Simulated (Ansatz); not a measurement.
## HB–N–S, doublet along the angle N2-B1-H4

Starting geometry (PBE0/def2-TZVP stationary point for this spin, not checked as a minimum):

| atom | x (Å) | y (Å) | z (Å) |
| --- | --- | --- | --- |
| B | 0.0000 | 0.0000 | 0.7317 |
| N | 0.0000 | 0.0000 | -0.5240 |
| S | 0.0000 | 0.0000 | -2.1092 |
| H | 0.0000 | 0.0000 | 1.9015 |

From there the angle named below is changed in its plane at fixed bond lengths, both arms turning rigidly about the middle atom; atoms are numbered as listed. Energies are in eV, counted from the starting geometry at the same level.

Basis cc-pVDZ; Ansatz 0.2.0. Only valence electrons are correlated (noble-gas cores frozen). R marks a restricted (for open shells ROHF) determinant, U an unrestricted one.

Unrestricted rows (U) aren't spin-pure: their determinants' ⟨S²⟩ exceeds S(S+1) by up to 0.59, so they mix in states of higher spin. Coupled cluster chose its determinant by trial CCSD, here up to 0.07 eV above the lowest Hartree–Fock solution of its kind. A value is left out where its run failed or describes another state than the reference as far as symmetry and spin tell, or, spin-broken singlets apart, can't be checked.

Full CI isn't at hand for all of this; UCCSDT(Q) serves as the reference, and is uncertain by about the last step of the cluster series.

```tsv
angle N2-B1-H4 (°)	UCCSD(T)
71.2	2.922
91.1	1.975
105.9	1.330
121.9	0.793
138.8	0.374
154.5	0.140
180.0	0.000
```

Problem. Estimate the UCCSDT(Q) curve in cc-pVDZ from this one, knowing how UCCSD(T) errs.

Solution. The computed UCCSDT(Q) values, in eV from the starting point, and the error of UCCSD(T) against them:
```tsv
angle N2-B1-H4 (°)	UCCSDT(Q)	UCCSD(T) less UCCSDT(Q)
71.2	2.903	0.018
91.1	1.883	0.092
105.9	1.244	0.086
121.9	0.732	0.060
138.8	0.360	0.014
154.5	0.136	0.004
180.0	0.000	0.000
```

The error spans 0.092 eV and is largest, 0.092 eV, at 91.1 °.
